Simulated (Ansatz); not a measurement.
# SnH2: one molecule under many settings

How do the results and run time of SnH2 respond when the settings are drawn wide?

Method: the settings change from run to run; program: Ansatz 0.2.0, Gaussian basis.

## (1) The relaxed structure

The structure was relaxed beforehand with r2SCAN-D4 in a triple-zeta def2 set. Sn takes a core potential in def2 sets; no spin-orbit term is included.

3 atoms, charge 0, spin multiplicity 1.

Atoms are counted from 1 here; the program's logs count them from 0.

Bond lengths: Sn1–H2 1.772 Å, Sn1–H3 1.772 Å. Angles: H2–Sn1–H3 90.0°.

## (2) B3LYP/def2-mTZVP

This run has D3(BJ) with three-body dispersion.

Contents of in.yaml:

```yaml
crystal:
  periodic: [false, false, false]
  atoms:
    - {symbol: Sn, position_ang: [0.005051, -0.008505, -0.834990]}
    - {symbol: H, position_ang: [1.250706, -0.018202, 0.425304]}
    - {symbol: H, position_ang: [-1.255757, 0.026707, 0.409686]}
basis:
  gaussian: {orbitals: def2-mTZVP}
hamiltonian: {xc: {name: B3LYP}, dispersion: d3bjatm}
scf: {omitted_lower_state_checks: [starts]}
```

On the command line:

```
$ ansatz run in.yaml --threads 4 --pin off --events-out ev --progress --plain --max-ram 3916MiB
```

What it wrote:

```text
Functional definition: B3LYP
  name "B3LYP"
  cite "Stephens, Devlin, Chabalowski & Frisch, J. Phys. Chem. 98, 11623 (1994) doi:10.1021/j100096a001"
  cite "Becke, Phys. Rev. A 38, 3098 (1988) doi:10.1103/PhysRevA.38.3098"
  cite "Lee, Yang & Parr, Phys. Rev. B 37, 785 (1988) doi:10.1103/PhysRevB.37.785"
  cite "Vosko, Wilk & Nusair, Can. J. Phys. 58, 1200 (1980) doi:10.1139/p80-159"
  parameter a0 = 0.2
  parameter ax = 0.72
  parameter ac = 0.81
  exchange = (1 - a0 - ax)*slater_x + ax*b88_x + a0*exact_x
  correlation = (1 - ac)*vwn_rpa_c + ac*lyp_c
these checks for a lower state are left out or cut short: starts
504 factors; integrals over basis functions are off by at most 2.1e-4 eV
mean field evaluation 1: about -5864.3517 eV, gradient 1.2e1 eV
mean field evaluation 2: about -5864.6481 eV, gradient 8.7e0 eV
mean field evaluation 4: about -5864.9846 eV, gradient 3.8e-1 eV
mean field evaluation 8: about -5864.9832 eV, gradient 1.2e-3 eV
mean field -5864.98322251 eV, -215.5341579986 hartree, gradient 4.0e-5 eV, S^2 0.000000; 0 other end points of the search recorded, 0 dependent functions left out
reference -5864.98343198 eV, -215.5341656965 hartree; 12, 12 occupied and 30, 30 virtual orbitals, 504 factors
Total energy: -5865.03682113 eV, -215.5361277118 hartree
Checks for a lower state left out: starts
```

Wall time 0.35 s (4 threads of Arm Neoverse V1, shared host).

## (3) CCSD/def2-SVPD

Set apart from the defaults: multiplicity 3.

in.yaml, as its differences from that of step 2:

```diff
@@ -7,4 +7,5 @@
 basis:
-  gaussian: {orbitals: def2-mTZVP}
-hamiltonian: {xc: {name: B3LYP}, dispersion: d3bjatm}
-scf: {omitted_lower_state_checks: [starts]}
+  gaussian: {orbitals: def2-SVPD}
+magnetization: {spin_polarized: true, initial_magnetization: 2}
+hamiltonian: {xc: {name: HF}}
+correlation: {method: ccsd}
```

Same command.

What it wrote, cut to the lines that bear on the results:

```text
Functional definition: HF
  name "HF"
  cite "Fock, Z. Phys. 61, 126 (1930) doi:10.1007/BF01340294"
  parent pbe
[...]
584 factors; integrals over basis functions are off by at most 3.2e-4 eV
[...]
mean field -5834.98864055 eV, -214.4318774430 hartree, gradient 6.8e-6 eV, S^2 2.006824; 2 other end points of the search recorded, 0 dependent functions left out
determinant -5834.98864055 eV, -214.4318774430 hartree, with singles and doubles -5838.17110270 eV, -214.5488307697 hartree
determinant -5832.64322356 eV, -214.3456849581 hartree, with singles and doubles -5835.98116704 eV, -214.4683521185 hartree
determinant -5831.70109484 eV, -214.3110623665 hartree, with singles and doubles -5834.78495350 eV, -214.4243920819 hartree
4 core orbitals not correlated: weight in the atoms' cores, before any rotation towards them, 1.000 or more for the frozen orbitals, at most 0.000 for the correlated occupied ones
reference -5834.98864055 eV, -214.4318774430 hartree; 9, 7 occupied and 35, 37 virtual orbitals, 584 factors
second order -2.55940275 eV of doubles, -0.00000000 eV of singles
cycle   1  -3.16862773 eV  change   -1.4e-1 eV  update   1.6e-2
[...]
cycle   8  -3.17780105 eV  change    1.8e-8 eV  update   9.7e-6
Total energy: -5838.16644161 eV, -214.5486594777 hartree
```

Run time: 1.1 s. Hardware: 4 threads of Arm Neoverse V1, shared host.

⟨S²⟩ 2.007, T1 0.013.

## (4) r2SCAN50/def2-SVP

Options: D3(BJ) with three-body dispersion, high accuracy.

Contents of in.yaml:

```yaml
crystal:
  periodic: [false, false, false]
  atoms:
    - {symbol: Sn, position_ang: [0.005051, -0.008505, -0.834990]}
    - {symbol: H, position_ang: [1.250706, -0.018202, 0.425304]}
    - {symbol: H, position_ang: [-1.255757, 0.026707, 0.409686]}
basis:
  gaussian: {orbitals: def2-SVP}
hamiltonian: {xc: {name: r2SCAN50}, dispersion: d3bjatm}
accuracy: high
scf: {omitted_lower_state_checks: [starts]}
output: {forces: true}
```

Same command.

What it wrote, cut to the lines that bear on the results:

```text
Functional definition: r2SCAN50
  name "r2SCAN50"
  cite "Bursch, Neugebauer, Ehlert & Grimme, J. Chem. Phys. 156, 134105 (2022) doi:10.1063/5.0086040"
  cite "Furness, Kaplan, Ning, Perdew & Sun, J. Phys. Chem. Lett. 11, 8208 (2020) doi:10.1021/acs.jpclett.0c02405"
  cite "Furness, Kaplan, Ning, Perdew & Sun, J. Phys. Chem. Lett. 11, 9248 (2020) doi:10.1021/acs.jpclett.0c03077"
  parent r2scan
[...]
836 factors; integrals over basis functions are off by at most 2.5e-9 eV
[...]
mean field -5863.20172214 eV, -215.4686890677 hartree, gradient 1.8e-8 eV, S^2 0.000000; 0 other end points of the search recorded, 0 dependent functions left out
[...]
reference -5863.20172249 eV, -215.4686890806 hartree; 12, 12 occupied and 24, 24 virtual orbitals, 836 factors
Total energy: -5863.21102527 eV, -215.4690309513 hartree
Atom 0 at     0.005051    -0.008505    -0.834990 Å, force    -0.001392     0.002345     0.230192 eV/Å
Atom 1 at     1.250706    -0.018202     0.425304 Å, force    -0.083555     0.000337    -0.115621 eV/Å
Atom 2 at    -1.255757     0.026707     0.409686 Å, force     0.084947    -0.002682    -0.114571 eV/Å
Dipole moment:     0.000675    -0.001137    -0.111587 e Å
Checks for a lower state left out: starts
```

Run time: 1.4 s. Hardware: 4 threads of Arm Neoverse V1, shared host.

Largest force 0.230 eV/Å, dipole 0.54 D.

## (5) PBE0/def2-TZVP

in.yaml, as its differences from that of step 4:

```diff
@@ -7,5 +7,4 @@
 basis:
-  gaussian: {orbitals: def2-SVP}
-hamiltonian: {xc: {name: r2SCAN50}, dispersion: d3bjatm}
-accuracy: high
+  gaussian: {orbitals: def2-TZVP}
+hamiltonian: {xc: {name: PBE0}}
 scf: {omitted_lower_state_checks: [starts]}
```

The command is unchanged.

What it wrote, cut to the lines that bear on the results:

```text
Functional definition: PBE0
  name "PBE0"
  cite "Adamo & Barone, J. Chem. Phys. 110, 6158 (1999) doi:10.1063/1.478522"
  cite "Perdew, Burke & Ernzerhof, Phys. Rev. Lett. 77, 3865 (1996) doi:10.1103/PhysRevLett.77.3865"
  parent pbe
[...]
549 factors; their error is unknown
[...]
mean field -5862.91343970 eV, -215.4580948835 hartree, gradient 7.2e-5 eV, S^2 0.000000; 0 other end points of the search recorded, 0 dependent functions left out
[...]
reference -5862.91346896 eV, -215.4580959590 hartree; 12, 12 occupied and 50, 50 virtual orbitals, 549 factors
Total energy: -5862.91346896 eV, -215.4580959590 hartree
Atom 0 at     0.005051    -0.008505    -0.834990 Å, force    -0.000116     0.000195     0.019142 eV/Å
Atom 1 at     1.250706    -0.018202     0.425304 Å, force     0.014911    -0.000364    -0.009479 eV/Å
Atom 2 at    -1.255757     0.026707     0.409686 Å, force    -0.014796     0.000169    -0.009664 eV/Å
Dipole moment:     0.000923    -0.001554    -0.152562 e Å
Checks for a lower state left out: starts
```

Run time: 0.35 s. Hardware: 4 threads of Arm Neoverse V1, shared host.

Largest force 0.019 eV/Å, dipole 0.73 D.

## (6) The runs in one table

| level | charge | multiplicity | geometry | functions | energy (eV) | time |
| --- | --- | --- | --- | --- | --- | --- |
| B3LYP/def2-mTZVP | 0 | 1 | relaxed | 42 | -5865.037 | 0.35 s |
| CCSD/def2-SVPD | 0 | 3 | relaxed | 48 | -5838.166 | 1.1 s |
| r2SCAN50/def2-SVP | 0 | 1 | relaxed | 36 | -5863.211 | 1.4 s |
| PBE0/def2-TZVP | 0 | 1 | relaxed | 62 | -5862.913 | 0.35 s |

## (7) Summary of results

| quantity | value |
| --- | --- |
| runs | 4 |
| quickest | B3LYP/def2-mTZVP, 0.35 s |
| slowest | r2SCAN50/def2-SVP, 1.4 s |
| spread of total energies, same state and geometry | 2.1 eV |
| dipole, same state and geometry | 0.54 to 0.73 D |

What this shows: r2SCAN50/def2-SVP took 4 times as long as B3LYP/def2-mTZVP. The jobs differ in tasks and options as well as level. The totals spread over 2 eV; they can't be compared across methods or bases. At the r2SCAN-D4/def2-TZVP geometry and in the same state, runs without warnings or point charges leave forces up to 0.23 eV/Å (r2SCAN50/def2-SVP).
